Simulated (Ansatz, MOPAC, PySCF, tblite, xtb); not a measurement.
Potential energy surface of O2S, singlet: map of symmetric stretch and bend. Scanned: S-O bond length and O-S-O angle.

- GFN2-xTB, 300 K electronic temperature (tblite)
- RHF/cc-pVDZ (PySCF)
- wB97X-V/cc-pVDZ (PySCF)
- M06-2X/cc-pVDZ (PySCF)
- RKS-PBE/cc-pVDZ = restricted PBE/cc-pVDZ (Ansatz, a program for electronic structure)
- MP2 on RHF/cc-pVDZ, 7 core orbitals frozen (PySCF)
- CCSD on RHF/cc-pVDZ, 7 core orbitals frozen (PySCF)
- CCSD(T) on RHF/cc-pVDZ, 7 core orbitals frozen (PySCF)
- AM1, restricted, heats of formation (MOPAC)
- PM6, restricted, heats of formation (MOPAC)
- GFN1-xTB (xtb)
- RKS-B3LYP/6-31G* = restricted B3LYP/6-31G*, spherical d (PySCF)
- RHF/6-31G* = restricted Hartree-Fock/6-31G*, spherical d run with PySCF 2.14.0
- RHF/STO-3G = PySCF with restricted Hartree-Fock/STO-3G
- RHF/LANL2DZ = restricted Hartree-Fock/LANL2DZ, with its core potentials past Ne in PySCF

Energies in kcal/mol at chosen points (x: S-O bond length (Å); y: O-S-O angle (°)), relative to x = 1.58, y = 110.91:

```csv
method,"(1.44, 119.55)","(1.94, 102.27)","(1.51, 110.91)","(1.51, 136.82)","(1.58, 180)","(1.22, 154.09)","(1.87, 180)"
GFN2-xTB,-22.7,126.3,-15.4,-4.5,51.7,131.4,134.4
RHF,-32.1,148.6,-20.6,-7.0,93.6,148.0,173.6
wB97X-V,-15.3,128.2,-12.5,-1.5,67.1,184.1,153.3
M06-2X,-17.5,129.5,-13.4,-2.2,68.1,177.3,155.9
RKS-PBE/cc-pVDZ,-2.5,95.0,-5.7,2.9,52.3,209.6,100.5
MP2,-4.8,138.2,-6.4,1.6,34.5,202.8,216.4
CCSD,-12.4,108.7,-10.5,-0.5,64.8,188.4,172.1
CCSD(T),-6.6,85.2,-7.3,1.8,54.7,198.3,164.3
AM1,-13.8,128.4,-11.7,8.4,88.1,70.9,195.0
PM6,-25.3,142.0,-14.9,-17.2,13.0,17.9,139.7
GFN1-xTB,-25.4,139.0,-16.6,-9.6,48.3,152.2,136.3
RKS-B3LYP/6-31G*,-15.3,114.4,-11.5,-3.4,55.7,167.8,128.4
RHF/6-31G*,-38.3,156.1,-23.1,-10.8,90.7,122.4,181.8
RHF/STO-3G,24.3,95.7,2.2,29.4,89.8,338.2,103.4
RHF/LANL2DZ,16.6,76.2,1.0,19.9,101.4,297.3,96.4
```
